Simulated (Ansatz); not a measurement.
Basis-set extrapolation for C3H6S2 (`S=CCCS`) (PBE0-D4/def2-TZVP geometry, frozen core, Ansatz). Multiplicity 1, RHF reference.

```
                      def2-TZVPP   def2-QZVPP
                 HF  -912.197643  -912.225547
    MP2 correlation    -0.853267    -0.915733
CCSD(T) correlation    -0.952725      not run
```

Energies in hartree. Use E(X) = E(∞) + A·exp(−7.88·√X) for Hartree–Fock and E(X) = E(∞) + B·X^(−2.97) for correlation, with X = 3 and 4, and add CCSD(T) minus MP2 of the smaller set to the MP2 limit.

What is the CCSD(T) energy at the basis-set limit?

HF limit: -912.225547 + (-0.027904) × 0.13774 = -912.22939. MP2 limit: -0.915733 + (-0.062466) × 0.74074 = -0.96200. Higher-order term: -0.952725 − (-0.853267) = -0.09946. Total: -913.29085 hartree, 368.8 kJ/mol below CCSD(T)/def2-TZVPP.
